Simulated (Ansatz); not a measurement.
## Heat of formation of C2N2 (bisisocyanide) from total energies

C2N2: 4 atoms, total charge 0, spin state singlet. SMILES: `[C-]#[N+][N+]#[C-]`. The shape is that of a PBE0-D4/def2-TZVP optimisation.

Total energies at HF/aug-pcseg-0 (Ansatz 0.2.0); the atoms run unrestricted:

| species | state | energy (Eh) |
| --- | --- | --- |
| C2N2 | singlet | -183.967788 |
| C | triplet | -37.591152 |
| N | quartet | -54.254313 |

Harmonic wavenumbers at PBE0-D4/def2-TZVP, in cm⁻¹: 211, 211, 389, 389, 1002, 2103, 2329.

Measured heats of formation of the gaseous atoms at 298.15 K, in kJ/mol: C 716.9, N 472.4. Take 1 Eh = 2625.50 kJ/mol, 1 cm⁻¹ = 0.0119627 kJ/mol, RT = 2.479 kJ/mol.

Question: Work out the heat of formation of the gas at 298 K.

Answer: 
1. Electronic atomisation energy: 2 × (-37.591152) + 2 × (-54.254313) − (-183.967788) = 0.276858 Eh = 726.9 kJ/mol.
2. Zero-point energy: half the sum of the wavenumbers, 3317 cm⁻¹ = 39.7 kJ/mol.
3. Thermal vibrational enthalpy, Σ hcν̃/(exp(hcν̃/kT) − 1): 4.6 kJ/mol. Translation, rotation and pV of a linear molecule: 3.5 RT = 8.7 kJ/mol.
4. The 4 free atoms carry 5/2 RT each: 24.8 kJ/mol.
5. Atomisation enthalpy at 298 K: 726.9 − 39.7 − 4.6 − 8.7 + 24.8 = 698.7 kJ/mol.
6. Sum of the atoms' heats of formation: 2378.6 kJ/mol. Heat of formation: 2378.6 − 698.7 = +1679.9 kJ/mol.

The tabulated value is +613.0 kJ/mol (Active Thermochemical Tables), so this level is off by +1066.9 kJ/mol, or 60.4 % of the atomisation enthalpy that the table implies (1765.6 kJ/mol). Hartree–Fock leaves out correlation, which is larger in the molecule than in the atoms, so it underbinds and puts the heat of formation too high. Anharmonicity and any spin-orbit splitting of the molecule are left out.
